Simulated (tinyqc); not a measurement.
Orbital energy against energy difference: ionisation energy by orbital energies and by energy differences in the 6-31g basis, for BH3, spin multiplicity 1. Computed by the program tinyqc with PySCF. The cation is unrestricted; errors are against CCSD(T) in this basis, not against experiment.

Geometry (angstrom):
```
atom        x        y       z
B      0.0000   0.0000  0.0010
H      1.1400   0.0000  0.0000
H     -0.5700   0.9880  0.0000
H     -0.5700  -0.9880  0.0000
```

CCSD(T) difference in the same basis = 13.0302 eV

IP-EOM-CCSD = 13.0361 eV

First vertical ionisation energy (eV):
```
method     -e(HOMO)  E(cation) - E  error of -e(HOMO)  error of the difference
HF          13.7202      12.721423             0.6899                  -0.3088
LDA          8.4235      13.216559            -4.6067                   0.1863
PBE          8.4465      13.122299            -4.5837                   0.0921
PBE0         9.9861      13.301994            -3.0441                   0.2718
CAM-B3LYP   11.4734      13.406580            -1.5568                   0.3764
LC-wPBE     12.9921      13.489108            -0.0381                   0.4589
```

Estimate the missing row, method = B3LYP.

Computed row:
```
method  -e(HOMO)  E(cation) - E  error of -e(HOMO)  error of the difference
B3LYP     9.7446      13.365189            -3.2856                   0.3350
```

Koopmans errs by +0.69 eV and Delta-HF by -0.31 eV: relaxation, 1.00 eV, lowers the value and the missing correlation difference works against it. The PBE level is off by -4.6 eV through the wrong tail of its potential, though its energy difference is off by +0.09 eV; exact exchange deepens the level, and among the orbital energies LC-wPBE comes closest; among the differences PBE does.
